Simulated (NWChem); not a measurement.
## Spin states of hydrogen isocyanide (CHN)

SMILES: [C-]#[NH+]
```xyz
3

C      0.0000     0.0000     0.7490
N      0.0000     0.0000    -0.4352
H      0.0000     0.0000    -1.4477
```
Charge 0, spin multiplicity 1.

Program: NWChem. Structure: optimised with PBE/def2-SVP, a minimum by its harmonic frequencies.

Basis set: def2-TZVP. The gap is E(triplet) − E(singlet) at the geometry of the singlet, so a negative value puts the higher spin lower. Open shells are unrestricted, coupled cluster uses restricted open-shell references, and the singlet is the closed-shell solution. The triplet is the single determinant that the SCF runs reached, with unpaired electrons in orbitals of symmetry a1 and b1 (C2v labels); it need not be the lowest triplet, which in molecules with degenerate π orbitals can need several determinants.

```tsv
method	vertical singlet-triplet gap (kcal/mol)	relative cost	difference from CCSD(T)
CR-CCSD(T)	139.1	10	-0.4
TPSS	132.7	under 3	-6.8
CCSD(T)	139.5	10	0.0
HF	114.8	under 3	-24.7
PBE0	131.0	under 3	-8.5
MP2	145.4	under 3	+6.0
B2PLYP	138.3	under 3	-1.2
B3LYP	135.3	1	-4.2
```

The values span 30.7 kcal/mol, from HF (lowest) to MP2 (highest). The cost column gives rough processor time relative to B3LYP; each entry includes its own SCF.

The correlated methods keep 2 core orbitals frozen. B3LYP has NWChem's definition, with VWN1-RPA local correlation. The stability of the SCF solutions was not checked. Open-shell Hartree-Fock references start from PBE0 orbitals; any time given for them includes that run. No row is a measurement; the coupled-cluster row has its own basis-set and correlation limits.
